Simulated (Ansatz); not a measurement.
Born–Oppenheimer molecular dynamics of CH$_{2}$OS (5 atoms, charge 0, multiplicity 1). It starts at the highest image of a converged band, a first-order saddle point between two minima.

Theory: RKS r2SCAN-D4/def2-SVPD in Ansatz.

| Quantity | Value |
| --- | --- |
| ensemble | NVE (velocity Verlet) |
| time step | 0.5 fs |
| steps asked | 200 |
| starting velocities drawn for | 100 K |
| seed | 2429 |

First frame:

```xyz
5
Properties=species:S:1:pos:R:3
H -0.720 -1.008 -0.008
S 0.766 -0.969 -0.757
C 0.191 0.399 0.052
H 0.712 1.365 0.146
O -0.948 0.213 0.567
```

(1) How far do the bonds stretch over the last three quarters of this one trajectory? (Pairs bonded in most of those frames.)

Answers

(1) 
```tsv
bond	mean (Å)	spread (Å)	shortest	longest
H1–O5	1.004	0.074	0.88	1.12
S2–C3	1.643	0.055	1.55	1.75
C3–H4	1.102	0.016	1.07	1.13
C3–O5	1.347	0.066	1.23	1.45
```

Mean temperature of the second half: 1722 K. The conserved energy stayed within 1.2 meV per atom of its start (net change 0.51 meV per atom), so the integration is sound. The system heated up, since it started high on the potential surface and ran downhill. A run of 0.1 ps of so small a system gives no equilibrium averages. The orbitals stay closed-shell, which can raise the energy where a bond breaks towards radicals; this wasn't checked here.

Run time: 2.5 min on 2 threads of Intel(R) Xeon(R) 6975P-C (Granite Rapids), on a shared host, peak memory 0.16 GiB.
